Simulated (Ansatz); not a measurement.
## Ansatz (development build ahead of 0.2.0) run

```yaml
crystal:
  periodic: [false, false, false]
  atoms:
    - { symbol: O, position_ang: [0.0, 0.0, 0.0] }
    - { symbol: H, position_ang: [0.0, 0.94, -0.24] }
    - { symbol: O, position_ang: [0.0, 0.0, 1.4896] }
basis:
  gaussian: { orbitals: STO-3G }
magnetization:
  initial_magnetization: 1
hamiltonian:
  xc: hf
correlation:
  method: ccsd_t
  frozen_orbitals: { H: 0, O: 1 }
```

The input is written out in the form of the current development build from the run's settings. Correlation on restricted open-shell orbitals is semicanonical, with singles.

Output:

| Item | Value |
| --- | --- |
| Converged | yes |
| Reference energy | -148.17604 hartree |
| CCSD correlation energy | -0.09766 hartree |
| Triples correction | -0.00139 hartree |
| Total energy | -148.27508 hartree |
| Spin squared of the determinant | 0.750 |
